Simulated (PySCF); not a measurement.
The first ionisation energy along the second row

Calculated with PySCF 2.14 from differences of total energies of unrestricted determinants, without spin-orbit coupling. Values in eV. The last column holds reference values (NIST; (s) semi-empirical, (t) theoretical, else measured). Unmarked ones compare directly (S terms, centres of terms, or small fine structure); those marked * lie between the lowest fine-structure levels and include a spin-orbit shift.

| element | configurations | UHF | MP2 (valence) | SCS-MP2 (valence) | CCSD (valence) | CCSD(T) (valence) | reference |
| --- | --- | --- | --- | --- | --- | --- | --- |
| Li (cc-pVDZ-DK, spin-free X2C) | [He] 2s1 → 1s2 | 5.342 | n/a | n/a | n/a | n/a | 5.392 |
| Be (cc-pVDZ-DK, spin-free X2C) | [He] 2s2 → [He] 2s1 | 8.080 | 8.777 | 8.916 | 9.291 | 9.291 | 9.323 |
| B (cc-pVDZ-DK, spin-free X2C) | [He] 2s2 2p1 → [He] 2s2 | 8.036 | 8.145 | 8.109 | 8.039 | 8.061 | 8.297 |
| C (cc-pVDZ-DK, spin-free X2C) | [He] 2s2 2p2 → [He] 2s2 2p1 | 10.799 | 11.084 | 10.977 | 10.968 | 10.975 | 11.262 |
| N (cc-pVDZ-DK, spin-free X2C) | [He] 2s2 2p3 → [He] 2s2 2p2 | 13.888 | 14.347 | 14.137 | 14.188 | 14.185 | 14.545 |
| O (cc-pVDZ-DK, spin-free X2C) | [He] 2s2 2p4 → [He] 2s2 2p3 | 11.954 | 12.828 | 12.849 | 12.833 | 12.839 | 13.608 |
| F (cc-pVDZ-DK, spin-free X2C) | [He] 2s2 2p5 → [He] 2s2 2p4 | 15.624 | 16.771 | 16.730 | 16.690 | 16.693 | 17.427 |
| Ne (cc-pVDZ-DK, spin-free X2C) | [Ne] → [He] 2s2 2p5 | 19.646 | 21.055 | 20.931 | 20.870 | 20.870 | 21.597 |

Question: Which of these methods has the smallest mean absolute error against the measured values here?

Answer: MP2 (valence), with 0.436 eV.

| method | elements | mean error (eV) | mean absolute error (eV) | largest error (eV) |
| --- | --- | --- | --- | --- |
| UHF | 8 | -1.010 | 1.010 | -1.950 |
| MP2 (valence) | 7 | -0.436 | 0.436 | -0.780 |
| SCS-MP2 (valence) | 7 | -0.487 | 0.487 | -0.759 |
| CCSD (valence) | 7 | -0.454 | 0.454 | -0.776 |
| CCSD(T) (valence) | 7 | -0.449 | 0.449 | -0.770 |

Errors include the incompleteness of the basis and the frozen core.

"Valence" correlates the outer s and p shells and, in groups 3 to 12 and the f block, the outer d or f shell, open or full, or the next shell where the ion has no valence electron left; the wider scheme adds the next inner shell.
